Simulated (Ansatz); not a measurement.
## Ansatz (development build ahead of 0.2.0) run

```yaml
crystal:
  periodic: [false, false, false]
  atoms:
    - { symbol: H, position_ang: [-0.04755, 0.01257, -0.01578] }
    - { symbol: O, position_ang: [1.17536, 0.08387, 0.05522] }
    - { symbol: O, position_ang: [-1.14491, -0.0494, 0.04892] }
    - { symbol: H, position_ang: [1.61056, 0.76458, 0.50362] }
    - { symbol: H, position_ang: [-1.57759, -0.81124, 0.4307] }
    - { symbol: H, position_ang: [1.68824, -0.23826, -0.70344] }
    - { symbol: H, position_ang: [-1.782, 0.24619, -0.70753] }
basis:
  gaussian: { orbitals: cc-pVDZ }
total_charge: 1
hamiltonian:
  xc: hf
```

The input is written out in the form of the current development build from the run's settings.

Results

```
Converged                       : yes
Total energy                    : -152.38249 hartree
Spin squared of the determinant : 0.000
```
